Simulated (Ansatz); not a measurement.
Working through a geometry optimisation of C₂H₆FNO, SMILES CNC(O)F

With the Ansatz DFT code, driven from Python.

At the Python prompt:
```pycon
>>> import warnings
>>> import ansatz as az
>>> import numpy as np
>>> import pandas as pd
>>> warnings.simplefilter("ignore", az.DeckWarning)
>>> geometry_ang = [
...     ("C", (-1.1944, 0.1408, 0.2749)),
...     ("N", (0.0104, -0.4598, 0.6372)),
...     ("C", (1.0753, 0.0062, -0.1949)),
...     ("O", (1.0086, -0.4108, -1.5075)),
...     ("F", (1.1409, 1.3482, -0.1941)),
...     ("H", (-1.1943, 1.2902, 0.368)),
...     ("H", (-1.5105, -0.0603, -0.7575)),
...     ("H", (-1.9998, -0.1572, 0.9168)),
...     ("H", (0.2367, -0.1421, 1.6295)),
...     ("H", (2.0677, -0.3673, 0.2168)),
...     ("H", (0.4247, -1.2449, -1.3687)),
... ]
>>> system = az.Crystal.molecule()
>>> for symbol, xyz in geometry_ang:
...     system = system.atom(symbol, xyz)
...
>>> base = (
...     system.calculation()
...     .basis(gaussian="6-31G*")
...     .functional("r2scan")
... )
>>> symbols = [site.symbol for site in system.cartesian_sites]
>>> start = np.array([site.position_ang for site in system.cartesian_sites], dtype=float)
>>> rep = base.relax(force_tolerance=0.02, max_steps=100).run().report

>>> end = np.array(rep["positions_ang"])
>>> print("reference energy %16.6f eV" % rep["reference_energy_ev"])
reference energy     -8420.893510 eV
>>> print("total energy     %16.6f eV" % rep["free_energy_ev"])
total energy         -8420.893510 eV
>>> print("occupied (up, down):", rep["n_occupied"], " virtual:", rep["n_virtual"], " frozen:", rep["n_frozen"])
occupied (up, down): [21, 21]  virtual: [66, 66]  frozen: 0
>>> print("bond        before    after (A)")
bond        before    after (A)
>>> for i, j in [(0, 1), (0, 5), (0, 6), (0, 7), (1, 2), (1, 8), (2, 3), (2, 4), (2, 9), (3, 10)]:
...     d0, d1 = (np.linalg.norm(xyz[i] - xyz[j]) for xyz in (start, end))
...     print(f"{symbols[i]}{i}-{symbols[j]}{j}".ljust(10), f"{d0:8.4f} {d1:8.4f}")
...
C0-N1        1.3941   1.4668
C0-H5        1.1532   1.0997
C0-H6        1.0983   1.0935
C0-H7        1.0722   1.0945
N1-C2        1.4295   1.4223
N1-H8        1.0662   1.0177
C2-O3        1.3789   1.3919
C2-F4        1.3436   1.3908
C2-H9        1.1375   1.1018
O3-H10       1.0276   0.9709
>>> charges = rep["charge_distribution"]
>>> table = pd.DataFrame({"atom": symbols, "mulliken": charges["mulliken_charges_e"], "lowdin": charges["lowdin_charges_e"]})
>>> table.round(3)
   atom  mulliken  lowdin
0     C    -0.395  -0.277
1     N    -0.609  -0.288
2     C     0.507  -0.112
3     O    -0.623  -0.262
4     F    -0.316  -0.051
5     H     0.179   0.112
6     H     0.195   0.128
7     H     0.181   0.120
8     H     0.331   0.238
9     H     0.132   0.089
10    H     0.418   0.303
>>> print("dipole (e A):", np.round(charges["dipole_moment_e_ang"], 4) + 0.0)
dipole (e A): [-0.187  -0.3251  0.3859]
>>> with open("c2h6fno_opt.xyz", "w") as handle:
...     handle.write(f"{len(symbols)}\nrelaxed C2H6FNO\n")
...     handle.writelines(f"{s:2s} {x:11.6f} {y:11.6f} {z:11.6f}\n" for s, (x, y, z) in zip(symbols, end))
...
19
```

It writes `c2h6fno_opt.xyz`:
```text
11
relaxed C2H6FNO
C    -1.265645    0.233360    0.307331
N     0.015415   -0.401683    0.634764
C     1.097663    0.001275   -0.195429
O     0.931468   -0.466622   -1.495758
F     1.198497    1.381546   -0.333481
H    -1.273388    1.317526    0.491511
H    -1.474950    0.067244   -0.753044
H    -2.057155   -0.240653    0.896126
H     0.253920   -0.241737    1.611144
H     2.043003   -0.334050    0.260485
H     0.596472   -1.373207   -1.403150
```

Caveats:
- Total energies depend on the basis set; only differences at equal settings carry meaning.
- The end point is the stationary point reached from this start; no frequency run checks that it is a minimum, and the basis set is modest.
- The Löwdin charges here are taken after orthogonalising the functions within each atom; they differ from plain Löwdin charges, and their signs can be unphysical.
- It ran for 54 s on 1 thread of Arm Neoverse V1, with other jobs on the host, peak memory 0.3 GiB.

(Lines on the test bed's own set-up are left out of the output.)
